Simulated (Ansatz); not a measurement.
The cluster Mg2Al⁻. The state is a triplet with charge -1. Geometry r2SCAN-D4/def2-TZVP, that of the neutral doublet; atoms count from 1.

```xyz
3

Al    0.734   -0.957    0.896
Mg   -1.669   -0.327   -0.242
Mg    0.935    1.285   -0.653
```

The highest occupied level of the charge -1 triplet lies above zero (up to 0.06 eV). By energy differences its removal costs 1.11 eV (vertical, to the charge 0 doublet, at PBE0-D4/def2-TZVPD); a positive level beside a positive removal energy at the same level points to self-interaction error. The structure comes from a short search, and lower isomers may exist.

(1) Estimate the Mulliken populations from the PBE0/def2-TZVPD orbitals of Ansatz.

(2) Where does the spin sit?

(3) And the Mayer bond orders between bonded heavy atoms (over 0.3)?

Results:

(1) 
```tsv
atom	charge (e)	spin (α − β)
Al1	-0.53	1.25
Mg2	-0.24	0.38
Mg3	-0.24	0.38
```
Mulliken values and Mayer orders depend strongly on the basis. With diffuse functions, as here, like atoms can get unlike values, and bond orders can come out too low or too high.

(2) Summed by element: Al 1.25, Mg 0.75, of 2 unpaired in all. Largest on single atoms: Al1 1.25, Mg3 0.38, Mg2 0.38.

(3) Al1–Mg2 0.97 (2.73 Å); Al1–Mg3 0.97 (2.73 Å); Mg2–Mg3 0.81 (3.09 Å).
